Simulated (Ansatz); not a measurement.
# AlH3OSi, SMILES [O]1[AlH][SiH2]1: vertical and adiabatic energies of changing the electron count

Program: the Ansatz DFT code, driven from Python.

Typed at the interpreter:
```pycon
>>> import warnings
>>> import ansatz
>>> from ase import Atoms
>>> import numpy as np
>>> BASIS = "6-31G*"
>>> XC = "cam_b3lyp"
>>> CHARGE = 1
>>> warnings.simplefilter("ignore", ansatz.DeckWarning)
>>> atoms = Atoms(["O", "Al", "Si", "H", "H", "H"], positions=[
...     (-1.0876, -0.6505, -0.3403),
...     (0.5198, -1.3319, -0.0262),
...     (-0.2689, 0.8593, -0.1644),
...     (1.6837, -2.0727, 0.8666),
...     (-0.1241, 1.5655, -1.4485),
...     (-0.6807, 1.5663, 1.0667),
... ])
>>> system = ansatz.Crystal.molecule_from_ase(atoms)
>>> calculation = system.calculation().basis(gaussian=BASIS).functional(XC)
>>> symbols = [site.symbol for site in system.cartesian_sites]
>>> start = np.array([site.position_ang for site in system.cartesian_sites], dtype=float)
>>> summary = calculation.relax(force_tolerance=0.01).run(threads=1, backend="cpu").report
>>> end = np.array(summary["positions_ang"])
>>> minimum = ansatz.Crystal.molecule()
>>> for symbol, place in zip(symbols, end):
...     minimum = minimum.atom(symbol, place.tolist())
...
>>> ion = minimum.calculation().basis(gaussian=BASIS).functional(XC).charge(CHARGE).spin("collinear", total=1)
>>> vertical = ion.run(threads=1, backend="cpu").report
>>> settled = ion.relax(force_tolerance=0.01, max_steps=80).run(threads=1, backend="cpu").report
>>> print(f"vertical ionisation energy   {vertical['free_energy_ev'] - summary['free_energy_ev']:.3f} eV")
vertical ionisation energy   8.447 eV
>>> print(f"adiabatic, no zero point     {settled['free_energy_ev'] - summary['free_energy_ev']:.3f} eV")
adiabatic, no zero point     7.776 eV
>>> print(f"relaxation energy of the ion {vertical['free_energy_ev'] - settled['free_energy_ev']:.3f} eV")
relaxation energy of the ion 0.671 eV
>>> ionised = np.array(settled["positions_ang"])
>>> print("final positions (A) and the move of each atom")
final positions (A) and the move of each atom
>>> for symbol, xyz, old in zip(symbols, ionised, end):
...     print(f"{symbol:2s} {xyz[0]:10.5f} {xyz[1]:10.5f} {xyz[2]:10.5f}   {np.linalg.norm(xyz - old):7.4f}")
...
O    -0.77825   -0.63613   -0.17660    0.0973
Al    0.75880   -1.25499    0.29212    0.1655
Si   -0.40531    0.97474   -0.19482    0.1999
H     1.57729   -2.53648    0.61305    0.1179
H    -0.21992    1.60301   -1.50993    0.0788
H    -0.89040    1.78585    0.93008    0.0789
```

Notes:
- These settings explore the input space; basis and method may be short of convergence.
- The energies are electronic: no zero-point or thermal terms, and the basis set is short of its limit. The product may relax into another structure. Each relaxation finds its nearest minimum, which needn't be the lowest.
- Wall time of the script: 42 s on 1 thread of AMD EPYC 7B13 (Zen 3), on a shared host, peak memory 0.25 GiB.
